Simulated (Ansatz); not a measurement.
BClS (`S=BCl`), charge 0, multiplicity 1.

Give a relaxed structure at PBE0-D4/def2-TZVP (the Gaussian-basis code of Ansatz). (Best estimate.)

The calculation gave: 
Z-matrix (Å, degrees):
```
B
S 1 1.606
Cl 1 1.677 2 180.0
```
Point group C∞v.
